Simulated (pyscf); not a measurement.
Thermochemistry of product channels of HO–Zr(OH)(OH)–Cl on the singlet surface, in eV, from ωB97M-D3(BJ)/def2-TZVP energies (ideal gas, 1 atm, RRHO with modes under 100 cm⁻¹ raised to 100, one conformer, R ln 2 for chiral ones without a mode under 150 cm⁻¹). Structures and frequencies: ωB97X-D3(BJ)/def2-SVP in PySCF.

| products | ΔE | ΔH(298 K) | ΔG(298 K) | ΔG(900 K) |
|---|---|---|---|---|
| H₂O + O=Zr(OH)–Cl | +2.99 | +2.98 | +2.54 | +1.74 |
| O=Zr(OH)–OH + HCl | +3.45 | +3.35 | +2.93 | +2.13 |

These are energies of the channels, which say nothing of barriers. Elements past Kr carry the def2 core potentials, without spin-orbit coupling.
